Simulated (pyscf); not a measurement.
One four-centre exchange on the singlet surface with elements of a group swapped. ωB97M-D3(BJ)/def2-TZVP, kcal/mol, from the separated reactants. PySCF, gas phase, ωB97X-D3(BJ)/def2-SVP geometries.

| step | barrier | reaction energy | imaginary mode (i cm⁻¹) |
|---|---|---|---|
| H₃C–Ga(OH)–OH + H₂ → H₃C–GaH–OH + H₂O | 24.1 | +10.7 | 1285 |
| H₃C–Al(OH)–OH + H₂ -> H₃C–AlH–OH + H₂O | 24.1 | +29.1 | 1240 |

Row 1: On the product side the descent ends in an adduct with a Ga–O contact (not fully relaxed), 15.9 kcal/mol under the separated species and 27.9 kcal/mol under the saddle at ωB97X-D3(BJ)/def2-TZVP. Row 2: On the product side the descent ends in an adduct with a Al–O contact, 21.2 kcal/mol under the separated species and 15.5 kcal/mol under the saddle at ωB97X-D3(BJ)/def2-TZVP. Each row is the saddle that its search found. Elements up to Kr have no core potential and no relativistic terms here.
